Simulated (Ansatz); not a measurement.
BClH$_{2}$S (`SBCl`), relaxed with RKS PBE-D4/def2-SVP in Ansatz 0.2.0 from a rough embedded geometry. The force threshold is 0.03 eV/Å; the program also tests the step.

Charge 0, multiplicity 1.

Start:

```xyz
5

S     0.460   -0.486   -1.246
B    -0.028   -0.227    0.487
Cl    0.957    0.937    1.502
H    -0.420    0.550   -1.686
H    -0.970   -0.773    0.943
```

Question: How much energy does the relaxation release, and in how many steps? (Best estimate.)

Answer: Computed: 19.24 kcal/mol, in 9 steps, 1 of them rejected.

Question: Which bonds change most? (Best estimate.)

Answer: The calculation gave: B2–Cl3 from 1.832 to 1.758 Å; S1–H4 from 1.428 to 1.363 Å; B2–H5 from 1.181 to 1.210 Å; S1–B2 from 1.818 to 1.793 Å.

Question: Give the relaxed structure. (An estimate is asked.)

Answer: Ansatz gave: 
```xyz
5

S     0.538    0.166   -1.232
B     0.020    0.019    0.479
Cl    1.156    0.473    1.742
H    -0.634   -0.277   -1.770
H    -1.080   -0.381    0.782
```
